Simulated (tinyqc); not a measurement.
Hueckel theory of the pi electrons with the omega technique, for the molecule C=CC=C[CH2+] (SMILES; centres numbered as the heavy atoms are written), step by step. One step of it, computed by the program tinyqc.

Question. Omega technique, round 2. h_r = h_r(0) + omega q_r, omega = 1, with q_r = z_r - P_rr; 0.5 of the old diagonal is kept.

Hueckel matrix in units of beta (H = alpha + beta A), order 1C, 2C, 3C, 4C, 5C:
$$\begin{pmatrix}
0.000000 & 1.000000 & 0.000000 & 0.000000 & 0.000000 \\
1.000000 & 0.000000 & 1.000000 & 0.000000 & 0.000000 \\
0.000000 & 1.000000 & 0.000000 & 1.000000 & 0.000000 \\
0.000000 & 0.000000 & 1.000000 & 0.000000 & 1.000000 \\
0.000000 & 0.000000 & 0.000000 & 1.000000 & 0.000000
\end{pmatrix}$$

charge and bond-order matrix P, order 1C, 2C, 3C, 4C, 5C:
$$\begin{pmatrix}
0.716199 & 0.786614 & 0.349352 & -0.209931 & -0.366847 \\
0.786614 & 0.934449 & 0.576683 & 0.017494 & -0.209931 \\
0.349352 & 0.576683 & 0.698705 & 0.576683 & 0.349352 \\
-0.209931 & 0.017494 & 0.576683 & 0.934449 & 0.786614 \\
-0.366847 & -0.209931 & 0.349352 & 0.786614 & 0.716199
\end{pmatrix}$$

Centres:
```
centre  z_r, pi electrons of the neutral centre         h
1C                                            1  0.000000
2C                                            1  0.000000
3C                                            1  0.000000
4C                                            1  0.000000
5C                                            1  0.000000
```

Give: matrix after round 2.

Answer.

matrix after round 2, order 1C, 2C, 3C, 4C, 5C:
$$\begin{pmatrix}
0.2252 & 1.0000 & 0.0000 & 0.0000 & 0.0000 \\
1.0000 & 0.0328 & 1.0000 & 0.0000 & 0.0000 \\
0.0000 & 1.0000 & 0.2340 & 1.0000 & 0.0000 \\
0.0000 & 0.0000 & 1.0000 & 0.0328 & 1.0000 \\
0.0000 & 0.0000 & 0.0000 & 1.0000 & 0.2252
\end{pmatrix}$$
